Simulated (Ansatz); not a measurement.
B2H4O, SMILES BBO, a composite energy at a relaxed geometry

Program: Ansatz 0.2.0 through its Python package.

Interactive session:
```pycon
>>> import warnings
>>> import ansatz as az
>>> from ase import Atoms
>>> import numpy as np
>>> warnings.simplefilter("ignore", az.DeckWarning)
>>> atoms = Atoms(["B", "B", "O", "H", "H", "H", "H"], positions=[
...     (-0.8874, 0.161, -0.5943),
...     (0.2967, 0.2188, 0.4965),
...     (0.9439, -1.0196, 0.8448),
...     (-1.1924, -0.7995, -1.113),
...     (-1.4837, 1.2045, -0.9085),
...     (0.6243, 1.2545, 1.0023),
...     (1.7598, -1.0878, 0.2266),
... ])
>>> molecule = az.Crystal.molecule_from_ase(atoms)
>>> job = (
...     molecule.calculation()
...     .basis(gaussian="def2-SVP")
...     .functional("PBE0")
... )
>>> symbols = [site.symbol for site in molecule.cartesian_sites]
>>> start = np.array([site.position_ang for site in molecule.cartesian_sites], dtype=float)
>>> r = job.relax(force_tolerance=0.01).run(threads=1, pin="off").report
>>> end = np.array(r["positions_ang"])
>>> print("final positions (A) and the move of each atom")
final positions (A) and the move of each atom
>>> for symbol, xyz, old in zip(symbols, end, start):
...     print(f"{symbol:2s} {xyz[0]:10.5f} {xyz[1]:10.5f} {xyz[2]:10.5f}   {np.linalg.norm(xyz - old):7.4f}")
...
B    -1.00092    0.18661   -0.65264    0.1302
B     0.33089    0.02722    0.36393    0.2355
O     1.39557   -0.76235    0.08438    0.9211
H    -1.98761   -0.50811   -0.53442    1.0257
H    -1.07227    1.06326   -1.48724    0.7240
H     0.32436    0.66560    1.41061    0.7768
H     2.07119   -0.74032    0.76978    0.7161
>>> minimum = az.Crystal.molecule()
>>> for symbol, place in zip(symbols, end):
...     minimum = minimum.atom(symbol, place.tolist())
...
>>> at_minimum = minimum.calculation()
>>> # MP2 extrapolated to the basis limit, plus the small-basis difference CCSD(T) - MP2
>>> level = lambda method, basis: at_minimum.basis(gaussian=basis).correlation(method).run(threads=1, pin="off").report
>>> small, large, cluster = level("mp2", "cc-pVDZ"), level("mp2", "cc-pVTZ"), level("ccsd_t", "cc-pVDZ")
>>> corr = lambda each: (each["free_energy_ev"] - each["reference_energy_ev"]) / 27.211386246
>>> mp2_limit = (27 * corr(large) - 8 * corr(small)) / 19
>>> pieces = {"HF / cc-pVTZ": large["reference_energy_ev"] / 27.211386246, "MP2 correlation, DZ-TZ limit": mp2_limit, "CCSD(T) - MP2 / cc-pVDZ": corr(cluster) - corr(small)}
>>> for name, value in pieces.items():
...     print(f"{name:32s} {value:14.6f} Ha")
...
HF / cc-pVTZ                        -126.611979 Ha
MP2 correlation, DZ-TZ limit          -0.478315 Ha
CCSD(T) - MP2 / cc-pVDZ               -0.045584 Ha
>>> print(f"{'sum':32s} {sum(pieces.values()):14.6f} Ha")
sum                                 -127.135878 Ha
>>> print("T1 diagnostic", round(cluster["correlation"]["coupled_cluster"]["t1_diagnostic"], 4))
T1 diagnostic 0.0146
```

What to keep in mind:
- Total energies depend on the basis set; only differences at equal settings carry meaning.
- The sum leaves out core correlation, relativity, the Hartree-Fock basis error and zero-point energy; a DZ-TZ extrapolation is rough.
- Inner cores stay frozen, so this is valence correlation.
- An extrapolation from small basis sets is rough.
- Hardware and time: 30 s on 1 thread of Arm Neoverse V2 (shared host), peak memory 0.27 GiB.
